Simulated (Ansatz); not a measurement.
Basis sets compared for [AlFH3]- (AlH3F⁻). Total charge -1; singlet. Geometry PBE0-D4/def2-TZVPD. Ansatz on 4 threads of Arm Neoverse V2 on a shared host; times are rough, and most runs start from earlier orbitals.

```xyz
5

Al   -0.011   -0.019   -0.021
F     0.588    1.070    1.169
H     0.725   -1.474    0.185
H     0.333    0.590   -1.507
H    -1.635   -0.167    0.175
```

B3LYP takes the VWN-RPA correlation.

```tsv
level	functions	energy (Eh)	HOMO (eV)	LUMO (eV)	wall time
HF/6-31G	28	-343.1171	-5.31	8.33	0.1 s
PBE-D4/def2-SVPD	71	-343.7910	-1.01	3.91	0.3 s
B3LYP-D4/6-31G	28	-344.1404	-1.83	5.71	0.2 s
PBE0-D4/def2-SVPD	71	-343.8187	-2.28	4.30	0.3 s
```

Q: Estimate the rows for HF/def2-TZVPD, PBE-D4/def2-TZVPD, B3LYP-D4/def2-TZVPD, PBE0-D4/def2-TZVPD (with forces).

A: 
| level | functions | energy (Eh) | HOMO (eV) | LUMO (eV) | wall time |
| --- | --- | --- | --- | --- | --- |
| HF/def2-TZVPD | 110 | -343.2465 | -5.46 | 5.10 | 0.25 s |
| PBE-D4/def2-TZVPD | 110 | -343.9948 | -1.06 | 3.76 | 0.45 s |
| B3LYP-D4/def2-TZVPD | 110 | -344.2757 | -2.15 | 3.96 | 0.6 s |
| PBE0-D4/def2-TZVPD (with forces) | 110 | -344.0210 | -2.31 | 4.14 | 0.71 s |
